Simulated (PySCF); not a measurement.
# Electric properties by functional and basis

Compound: 1-buten-3-yne, C₄H₄.
SMILES: `C#CC=C`

PySCF, dipoles from the SCF density, polarisabilities from static response with core orbitals frozen. Isolated species at its PBE0-D3(BJ)/def2-SVP geometry, gas phase.

Reference dipole: 0.224 D (measured, gas; NIST CCCBDB Release 22 (SRD 101), experimental dipoles). The anisotropy is √(½[(α1 − α2)² + (α2 − α3)² + (α3 − α1)²]).

```csv
level,μ (D),error (%),α (Å³),anisotropy (Å³)
LDA/def2-SVPD,0.369,+64.7,7.67,6.62
PBE/def2-SVPD,0.357,+59.2,7.60,6.63
B3LYP/def2-SVPD,0.388,+73.1,7.52,6.46
PBE0/def2-SVPD,0.405,+80.6,7.42,6.36
BHandHLYP/def2-SVPD,0.435,+94.4,7.37,6.25
CAM-B3LYP/def2-SVPD,0.415,+85.1,7.40,6.22
wB97X-D/def2-SVPD,0.424,+89.3,7.45,6.16
LC-wPBE/def2-SVPD,0.438,+95.6,7.16,5.91
HF/def2-SVPD,0.502,+124.3,7.33,6.10
PBE0/6-31G*,0.349,+55.8,5.73,7.47
PBE0/def2-SVP,0.392,+74.8,6.16,7.17
PBE0/6-31+G*,0.403,+79.8,6.95,7.00
PBE0/aug-cc-pVDZ,0.427,+90.7,7.66,6.45
PBE0/def2-TZVP,0.430,+91.9,7.10,6.83
PBE0/def2-TZVPD,0.423,+89.0,7.67,6.40
PBE0/aug-cc-pVTZ,0.428,+91.1,7.73,6.43
```

For the dipole, the smallest error is 55.8% (PBE0/6-31G*) and the largest 124.3% (HF/def2-SVPD). Even the closest misses by 56%. The dipole runs from 0.35 D (PBE0/6-31G*) to 0.50 D (HF/def2-SVPD). No reference polarisability is at hand; against PBE0 in the largest diffuse basis at hand (aug-cc-pVTZ) the other PBE0 rows deviate by 6-31G* -26%, def2-SVP -20%, 6-31+G* -10%, def2-SVPD -4%, aug-cc-pVDZ -1%, def2-TZVP -8%, def2-TZVPD -1%. In one basis (def2-SVPD) the functionals order the polarisability from LC-wPBE (lowest) to LDA (highest), a spread of 7%. With PBE0 the polarisability is 6.33 Å³ without diffuse functions (mean of 6-31G*, def2-SVP and def2-TZVP) and 7.49 Å³ with them (mean of 6-31+G*, def2-SVPD, aug-cc-pVDZ, def2-TZVPD and aug-cc-pVTZ). Measured values can belong to vibrating molecules and may average over conformers; the computed ones are for one fixed geometry.
